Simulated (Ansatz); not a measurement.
Born–Oppenheimer molecular dynamics of CH3MgO (6 atoms, charge 0, multiplicity 2). It starts at the highest image of a converged band, a first-order saddle point between two minima.

These are results of Ansatz, UKS r2SCANh/def2-SVP, not measurements.

```json
{
 "ensemble": "NVE (velocity Verlet)",
 "time step": "0.5 fs",
 "steps asked": "200",
 "starting velocities drawn for": "100 K",
 "seed": "10142"
}
```

First frame:

```xyz
6
Properties=species:S:1:pos:R:3
O -0.555 -1.044 -0.812
C 0.330 -0.315 -0.163
Mg 0.531 0.802 1.646
H -1.229 -1.359 -0.195
H 1.081 0.004 -0.918
H -0.159 1.911 0.441
```

Question: How far do the bonds stretch over the last three quarters of this one trajectory? (Pairs bonded in most of those frames.)

Answer: 
| bond | mean (Å) | spread (Å) | shortest | longest |
| --- | --- | --- | --- | --- |
| O1–C2 | 1.426 | 0.037 | 1.33 | 1.48 |
| O1–H4 | 0.964 | 0.013 | 0.94 | 1.00 |
| C2–Mg3 | 2.254 | 0.115 | 2.07 | 2.39 |
| C2–H5 | 1.125 | 0.027 | 1.06 | 1.20 |
| C2–H6 | 1.187 | 0.143 | 0.96 | 1.73 |

Mean temperature of the second half: 1811 K. The conserved energy stayed within 1.5 meV per atom of its start (net change -0.8 meV per atom), so the integration is sound. The kinetic energy rose, since the run started high on the potential surface and went downhill. A run of 0.1 ps of so small a system gives no equilibrium averages.

Time of the run: 9.3 min on 2 threads of Intel(R) Xeon(R) Platinum 8259CL CPU @ 2.50GHz (Skylake/Cascade Lake) (shared host), peak memory 0.22 GiB.
